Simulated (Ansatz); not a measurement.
A made-up structure of Si₂H₅S (charge +1), closed shell:

```json
{"atom": "Si1", "x (Å)": "0.9826", "y (Å)": "0.4065", "z (Å)": "-0.8821"}
{"atom": "S2", "x (Å)": "-0.8290", "y (Å)": "1.2557", "z (Å)": "-1.0105"}
{"atom": "Si3", "x (Å)": "0.7292", "y (Å)": "-1.0368", "z (Å)": "0.8146"}
{"atom": "H4", "x (Å)": "-1.8546", "y (Å)": "0.9170", "z (Å)": "-0.1841"}
{"atom": "H5", "x (Å)": "-1.0066", "y (Å)": "2.2025", "z (Å)": "-1.9705"}
{"atom": "H6", "x (Å)": "1.0218", "y (Å)": "-2.3387", "z (Å)": "0.1891"}
{"atom": "H7", "x (Å)": "-0.6716", "y (Å)": "-0.8801", "z (Å)": "1.2586"}
{"atom": "H8", "x (Å)": "1.7282", "y (Å)": "-0.5758", "z (Å)": "1.7949"}
```

It is relaxed with PBE-D4/def2-SVP and then PBE0-D4/def2-TZVP (Ansatz 0.2.0). Atoms count as bonded within 1.22 times the sum of their covalent radii (H–H: 0.88 Å). The end point is not checked to be a true minimum.

(1) Does its bonding change? (Judge from chemistry; the calculation decides.)

## Answers

(1) Computed: No: no bond forms or breaks.

Where it ends: The first stage lowers the energy by 0.95 eV in 18 steps. It ends as Si₂H₅S ([SiH3][Si][SH2]), total charge +1:
```xyz
8
angstrom
Si 1.1598 0.4184 -1.0818
S -0.7807 1.6033 -0.6932
Si 0.6975 -1.0136 0.8044
H -1.7975 0.7314 -0.5236
H -1.1684 2.0602 -1.9033
H 0.9001 -2.3823 0.2686
H -0.6664 -0.8273 1.3613
H 1.7556 -0.6399 1.7776
```

Labels in which every atom is bracketed show which atoms are joined, not bond orders.

For scale, one of the runs: PBE0-D4/def2-TZVP relaxation, 141 basis functions, launched by `ansatz run in.yaml --threads 2 --pin off --events-out ev --progress --plain --max-ram 4352MiB`. The run took about 26 s on 2 CPU threads of an Arm Neoverse V2 (shared host).
